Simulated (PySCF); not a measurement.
**SiF₂: bend–stretch map**

These are results of B3LYP in PySCF with Si def2-TZVP, F def2-TZVP; no relativity; density-fitted integrals, not measurements.

Rigid scan from the singlet minimum (Si–F 1.609 Å (×2); F–Si–F 100.8°). Coordinate: rows scale both bonds, columns set the F–Si–F angle. Energies in kJ/mol from the minimum.

```json
{"scale \\ angle": "0.94", "90": "57.3", "105": "34.6", "120": "60.5", "135": "?", "150": "163.3", "165": "204.2", "180": "219.1"}
{"scale \\ angle": "0.97", "90": "25.4", "105": "8.8", "120": "35.4", "135": "83.1", "150": "134.5", "165": "173.5", "180": "187.8"}
{"scale \\ angle": "1.00", "90": "13.7", "105": "?", "120": "28.2", "135": "73.7", "150": "122.4", "165": "159.2", "180": "?"}
{"scale \\ angle": "1.03", "90": "17.3", "105": "8.5", "120": "34.3", "135": "77.3", "150": "123.0", "165": "157.6", "180": "?"}
{"scale \\ angle": "1.06", "90": "32.5", "105": "25.9", "120": "50.5", "135": "90.7", "150": "133.2", "165": "165.5", "180": "177.4"}
{"scale \\ angle": "1.10", "90": "66.0", "105": "?", "120": "83.4", "135": "119.6", "150": "158.0", "165": "187.2", "180": "198.1"}
```

Task: Fill in the five missing cells, row by row.

Result: 109.7, 1.6, 172.8, 170.3, 61.0.

The bond scale of lowest energy on the grid is 1.00 at 90°, 1.00 at 105°, 1.00 at 120°, 1.00 at 135°, 1.00 at 150°, 1.03 at 165°, 1.03 at 180°.

The scan took 43 s on 4 threads of a shared AMD EPYC 7R43 64-Core (Zen 3) host; the process peaked at 0.92 GiB.
